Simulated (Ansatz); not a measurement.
**CH2OS2: ionisation energy by level of theory**

How much energy removes an electron from CH2OS2 at fixed geometry? The cation is run at each level and the neutral's energy taken from earlier runs.

Program: Ansatz 0.2.0, Gaussian basis. Level of theory: unrestricted cation, the program's frozen cores in correlated methods. These are calculated values, not measurements.

Levels to be run: UKS PBE-D4/def2-TZVPP; UKS r2SCAN-D4/def2-TZVPP; UKS PBE0-D4/def2-TZVPP; UKS B3LYP-D4/def2-TZVPP; UKS wB97X-V/def2-TZVPP; UKS wB97M-V/def2-TZVPP; UKS B2PLYP/def2-TZVPP; UHF-CCSD(T)/def2-TZVPP; UHF-MP2/def2-QZVPP; extrapolation to the limit; then −ε(HOMO) from the neutral's earlier runs with LDA (SPW92), PBE-D4, revPBE-D4, BLYP-D4, r2SCAN-D4, B97M-V, PBE0-D4, B3LYP-D4, r2SCANh-D4, r2SCAN0-D4, HSE06-D4, BHLYP-D4, CAM-B3LYP-D4, LC-ωPBE, ωB97X-V, ωB97M-V.

## 1. Structure used throughout

The geometry comes from an earlier relaxation with PBE0-D4 in a triple-zeta def2 set; it is a stationary point.

SMILES `O=CSS`, 6 atoms, charge 0, spin multiplicity 1.

Atoms are counted from 1 here; the program's logs count them from 0.

Bond lengths: O1–C2 1.190 Å, C2–S3 1.780 Å, C2–H5 1.108 Å, S3–S4 2.035 Å, S4–H6 1.346 Å. Angles: O1–C2–S3 127.1°, O1–C2–H5 124.1°, S3–C2–H5 108.8°, C2–S3–S4 103.4°, S3–S4–H6 97.6°.

## 2. Cation, UKS PBE-D4/def2-TZVPP

File in.yaml:

```yaml
crystal:
  periodic: [false, false, false]
  atoms:
    - {symbol: O, position_ang: [0.734368, -0.687219, 1.252423]}
    - {symbol: C, position_ang: [0.962796, -0.575008, 0.089934]}
    - {symbol: S, position_ang: [0.076182, 0.424625, -1.086675]}
    - {symbol: S, position_ang: [-1.279436, 1.415385, 0.062551]}
    - {symbol: H, position_ang: [1.780546, -1.106620, -0.436225]}
    - {symbol: H, position_ang: [-2.232356, 0.464837, 0.071692]}
basis:
  gaussian: {orbitals: def2-TZVPP}
total_charge: 1
magnetization: {spin_polarized: true, initial_magnetization: 1}
hamiltonian: {xc: pbe, dispersion: d4}
```

The run is started by

```sh
> ansatz run in.yaml --threads 2 --pin off --events-out ev --progress --plain --max-ram 4352MiB
```

Further steps of the session: Cation, UKS r2SCAN-D4/def2-TZVPP; Cation, UKS PBE0-D4/def2-TZVPP; Cation, UKS B3LYP-D4/def2-TZVPP; Cation, UKS wB97X-V/def2-TZVPP; Cation, UKS wB97M-V/def2-TZVPP; Cation, UKS B2PLYP (frozen core)/def2-TZVPP; Cation, UHF-CCSD(T)/def2-TZVPP; Cation, UHF-MP2/def2-QZVPP.

Before running them: what should the planned runs give, taken together? Wanted: ionisation energy, CCSD(T)/def2-TZVPP; nearest functional by difference; nearest −ε(HOMO); −ε(HOMO) of PBE; T1 of the cation.

The runs gave:

```
                             quantity               value
ionisation energy, CCSD(T)/def2-TZVPP            10.05 eV
     nearest functional by difference  ωB97X-V (-0.04 eV)
                     nearest −ε(HOMO)  ωB97X-V (-0.12 eV)
                      −ε(HOMO) of PBE             6.28 eV
                     T1 of the cation               0.071
```

By cation minus neutral, the functionals miss by 0.66 eV at most. −ε(HOMO) of PBE misses by 3.8 eV, since self-interaction lifts the level. Among orbital estimates ωB97X-V comes nearest. Hartree-Fock falls 0.94 eV short, as the neutral has more correlation energy than the cation. The cation's T1 (from the report) is 0.071, above the customary mark of 0.045 for open shells, so the coupled-cluster value is less safe. The cation may have settled in a state other than its lowest; no search over hole states beyond the program's own was made.
